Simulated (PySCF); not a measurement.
Work out the structure from these simulated measurements.

Formula: CH3NO.

| Property | Result |
| --- | --- |
| Rotational structure | rotational constants A, B, C: 62.526, 11.617, 10.435 GHz [PBE0-D3(BJ)/def2-SVP] |
| 13C NMR | chemical shifts (computed TMS as zero) by class: 95.7 (1 C) ppm [GIAO B97-2/pcSseg-2] |
| Dipole | 2.46 D [B97-2/pcSseg-2] |
| NMR, other nuclei | isotropic shieldings of nuclei other than C and H, by class: -880 (1 N), -1598 (1 O) ppm [GIAO B97-2/pcSseg-2] |
| 1H NMR | chemical shifts (computed TMS as zero) by class: 5.29 (3 H) ppm [GIAO B97-2/pcSseg-2] |

The electronic properties come from PySCF, for the isolated species, density fitting. Levels stand in brackets. Isolated species at its PBE0-D3(BJ)/def2-SVP geometry, gas phase. Each NMR value is the plain mean over a class of atoms that symmetry, rotation or inversion makes alike.

Question: Give a SMILES that accounts for the data.

Answer: Numbering: `[CH3:1][N:2]=[O:3]`. Its formula, CH3NO, gives 1 degree of unsaturation: 0 rings and 1 π bond in the structure found. The one carbon: N-methyl carbon [C1] (95.7 ppm). All hydrogens form one class (5.29 ppm): methyl hydrogen. The other shieldings belong to: -880 ppm, nitroso nitrogen [N2]; -1598 ppm, nitroso oxygen [O3]. The optimised geometry has point group Cs and is an asymmetric top. Structure: `CN=O` (CH3NO). Computed isomers that give other values at the same levels: `C=NO` (formaldoxime) (rotational constant A: 72.098 GHz; this holds for the one conformer computed); `NC=O` (CH3NO) (rotational constant A: 73.895 GHz; this holds for the one conformer computed). The assignments are read from this structure; whether some other isomer fits the data as well wasn't checked.
